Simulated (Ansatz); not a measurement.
Two isomers of C2H3B: A = `B1C=C1`, B = `BC#C`.

Calculated with Ansatz (gas phase, PBE0-D4/def2-TZVP geometries, no zero-point term in ΔE). CBS: MP2 limit from def2 TZ/QZ plus the TZ coupled-cluster correction, frozen cores. This one scheme is used for every species. Functionals use def2-TZVPP. B3LYP here is the variant with VWN-RPA as its local correlation; programs differ in this.

Task: Which isomer does CCSD(T)/CBS put lower? Give the gap. (Estimate.)

Result: Computed: A, by 9.0 kcal/mol.

Task: Give E(B) − E(A) in kcal/mol with PBE0-D4, HF/def2-TZVPP, LDA (SPW92), MP2/def2-TZVPP, B3LYP, CCSD(T)/def2-SVP, CCSD/def2-TZVPP. (Best estimate.)

Result: The calculation gave: PBE0-D4 15.3, HF/def2-TZVPP 8.2, LDA (SPW92) 17.7, MP2/def2-TZVPP 9.2, B3LYP 8.7, CCSD(T)/def2-SVP 10.8, CCSD/def2-TZVPP 8.8. None reverses the order clearly.

Largest T1 diagnostic: 0.014.

Leaving LDA and LC-ωPBE aside and taking each functional with its dispersion term where it has one, the values, not all of them listed here, spread over 9.2 kcal/mol, from BLYP-D4 to PBE0-D4. LDA lies +4.8 kcal/mol from PBE without D4. From r2SCAN to r2SCAN0 (25 % exact exchange), in def2-TZVPP and without D4, E(B) − E(A) moves by +2.2 kcal/mol.
